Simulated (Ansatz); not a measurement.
# CH₄OSi: small, medium and large basis sets

An exercise on one series of results from a longer session: the logs are not shown, and one member is left open.

Program: Ansatz 0.2.0, Gaussian basis. Level of theory: one geometry, several basis sets. These are calculated values, not measurements.

Plan: PBE0-D4/def2-SVP; ωB97M-V/def2-SVP; PBE0-D4/def2-QZVPP; ωB97M-V/def2-QZVPP; CCSD(T)/cc-pV(D+d)Z; CCSD(T)/cc-pV(T+d)Z; CCSD(T)/cc-pV(Q+d)Z; the functionals' def2-TZVPP values are taken from earlier runs.

### The geometry

An earlier PBE0-D4 in a triple-zeta def2 set relaxation fixed the geometry.

SMILES `C[Si]O`, 7 atoms, charge 0, spin multiplicity 1.

Atoms are counted from 1 here; the program's logs count them from 0.

Bond lengths: C1–Si2 1.905 Å, C1–H4 1.098 Å, C1–H5 1.093 Å, C1–H6 1.098 Å, Si2–O3 1.656 Å, O3–H7 0.962 Å. Angles: Si2–C1–H4 110.4°, Si2–C1–H5 112.5°, Si2–C1–H6 110.4°, H4–C1–H5 108.0°, H4–C1–H6 107.3°, H5–C1–H6 108.0°, C1–Si2–O3 100.5°, Si2–O3–H7 119.1°.

The first run:

Contents of in.yaml:

```yaml
crystal:
  periodic: [false, false, false]
  atoms:
    - {symbol: C, position_ang: [-0.625983, 0.469993, -0.277078]}
    - {symbol: Si, position_ang: [1.200384, 0.147423, -0.714238]}
    - {symbol: O, position_ang: [1.585233, -0.991848, 0.424126]}
    - {symbol: H, position_ang: [-1.207255, -0.458097, -0.352475]}
    - {symbol: H, position_ang: [-1.088160, 1.212574, -0.931706]}
    - {symbol: H, position_ang: [-0.713643, 0.827909, 0.756934]}
    - {symbol: H, position_ang: [0.910824, -1.275954, 1.048834]}
basis:
  gaussian: {orbitals: def2-SVP}
hamiltonian: {xc: pbe0, dispersion: d4}
output: {orbitals: {seedname: orbitals}}
```

Command:

```console
> ansatz run in.yaml --threads 2 --pin off --events-out ev --progress --plain --max-ram 32768MiB --backend cpu
```

Steps of the session up to this table: PBE0-D4 in def2-SVP; ωB97M-V in def2-SVP; PBE0-D4 in def2-QZVPP; ωB97M-V in def2-QZVPP.

One table of the session follows, with a row left open; its other results are not shown here.

```
functional       basis  HOMO (eV)
   PBE0-D4    def2-SVP      -6.22
   PBE0-D4  def2-TZVPP      -6.32
   PBE0-D4  def2-QZVPP      -6.36
   ωB97M-V    def2-SVP      -8.30
   ωB97M-V  def2-TZVPP          ?
   ωB97M-V  def2-QZVPP      -8.47
```

**Question.** Estimate the row for ωB97M-V, def2-TZVPP.

**Answer.** HOMO (eV): -8.42. In the column «HOMO (eV)» it lies between ωB97M-V, def2-QZVPP (-8.47) and ωB97M-V, def2-SVP (-8.30).
